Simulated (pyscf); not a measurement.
PySCF, gas phase, ωB97X-D3(BJ)/def2-SVP geometries.

Question: For the elementary gas-phase step H₃Si–Si(SiH₃)(SiH₃)–Cl → H₃Si–SiH₂–Si:–Cl [singlet] + silane (SiH₄) (singlet surface; Si–Si, Si–Si, H–Si broken, Si–Si, H–Si formed), what barrier and reaction energy does ωB97M-D3(BJ)/def2-TZVP give, measured from the reactant's lowest minimum found?

Answer: ΔE‡ = 62.6 kcal/mol, ΔE = +44.2 kcal/mol. Zero-point energy shifts the barrier by -0.5 kcal/mol. It is a multi-bond step, with an imaginary mode of 365i cm⁻¹. At the saddle there is also a short Si–Si contact that neither side keeps. One saddle was located; it need not be the lowest between these sides.
